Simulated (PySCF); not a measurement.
Molecule: `C1CC(=O)CC1`, C$_{5}$H$_{8}$O.

Geometry (Å), atoms numbered from 1 in this order:
```xyz
14

O    -0.4004    2.5223   -0.0910
C    -0.2122    1.3359   -0.0473
C     1.1413    0.6413   -0.1356
C     0.8681   -0.8057    0.2639
C    -0.5744   -1.0501   -0.2014
C    -1.2849    0.2645    0.1060
H     1.4632    0.7108   -1.1905
H     1.8954    1.1740    0.4612
H     0.9257   -0.9088    1.3608
H     1.5838   -1.5218   -0.1647
H    -0.5864   -1.2369   -1.2887
H    -1.0378   -1.9230    0.2804
H    -2.1638    0.4963   -0.5124
H    -1.6177    0.3013    1.1592
```

Spin–spin couplings on one PBE0-D3(BJ)/def2-SVP geometry, PySCF 2.14.0 with density-fitted response routines, gas phase, non-relativistic, equivalent pairs averaged (without the spin–dipole term); isotopes 13C; functional B3LYP.

Reference values (Hz): 1J(C2,C3) = 37.2 (measured; liquid or solution; F. J. Weigert, PhD thesis, Caltech 1968 (Carbon-13 magnetic resonance spectroscopy)); 1J(C3,C4) = 34.4 (measured; liquid or solution; F. J. Weigert, PhD thesis, Caltech 1968 (Carbon-13 magnetic resonance spectroscopy)).

Q: How do the couplings (Hz) change with the basis set? Times are CPU seconds on shared hosts with different chips, so compare them loosely. Far from the basis limit: 6-31G*, pcJ-0, 6-31G-J, def2-TZVP, cc-pVTZ.

A: 
```
basis set  functions  1J(C2,C3)  1J(C3,C4)  mean abs. error  core-s
   6-31G*        100       51.7       50.4             15.2       9
    pcJ-0        102       28.2       28.4              7.5      11
  6-31G-J        104       37.8       37.7              2.0      12
def2-TZVP        234       37.7       35.9              1.0      52
    pcJ-1        242       38.9       37.3              2.3      54
  cc-pVTZ        292       32.6       28.8              5.1      81
```

Errors compare magnitudes, without vibrational corrections, and the largest couplings weigh most in the mean. Closest: def2-TZVP; furthest: 6-31G*.

The Fermi-contact term samples the wavefunction at the nucleus, which is why sets with added tight s functions (names with J) are made for couplings. Agreement of an ordinary basis with the reference is then largely a cancellation of errors.
